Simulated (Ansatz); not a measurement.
**One reagent, a row of partners**

Insertion of a multiple bond into an element–hydrogen or element–carbon bond (the π bond opens): AlH₃ meets different reagents, and the same bond of it breaks. Each row is one chosen step, not always the lowest open to these reactants.

Gas-phase electronic energies, without zero-point energy, by CCSD(T) at an estimated basis limit (MP2 extrapolated from triple and quadruple zeta, plus CCSD(T) − MP2 in triple zeta); Ansatz 0.2.0, def2-TZVPP and QZVPP, frozen cores, on PBE0-D4/def2-TZVP structures. Extrapolation: Hartree–Fock as exp(−7.88 √X), correlation as X^−2.97. All energies, in kJ/mol, count from the separated reactants, without counterpoise correction; the start and end structures are the complexes reached by relaxing down from the saddle, and deeper ones may exist. Brackets give SMILES, or, where every atom is bracketed, only which atoms are joined. Steps whose reference was doubtful or whose search ended elsewhere are left out.

| reactants | products | broken | formed | start structure | saddle | end structure |
| --- | --- | --- | --- | --- | --- | --- |
| CH₂O ([CH2][O]) + AlH₃ | CH₅AlO ([CH3][O][AlH2]) | Al–H | Al–O, C–H | -87.2 | -42.3 | -247.8 |
| CH₃N ([CH2][NH]) + AlH₃ | CH₆AlN ([CH3][NH][AlH2]) | Al–H | Al–N, C–H | -127.9 | -43.9 | -225.0 |
| C₂H₂ (C#C) + AlH₃ | C₂H₅Al ([CH2][CH][AlH2]) | Al–H | Al–C, C–H | -42.6 | ? | -198.1 |

(1) What is the height of the saddle for C₂H₂ (C#C) + AlH₃? (To be estimated.)

T1 diagnostic: at most 0.019.

For scale, one of the runs: CCSD(T)/def2-TZVPP, 188 basis functions, launched by `ansatz run in.yaml --threads 2 --pin off --events-out ev --progress --plain --max-ram 4352MiB`. The run took 14 s on 2 CPU threads of an Intel Xeon 6975P-C (shared host), with 2 GiB of host memory at its peak.

Results:

(1) The calculation gives: 4.7 kJ/mol relative to the separated reactants, the highest of the series; above its start structure the barrier is 4.7 − (-42.6) ≈ 47.3 kJ/mol.
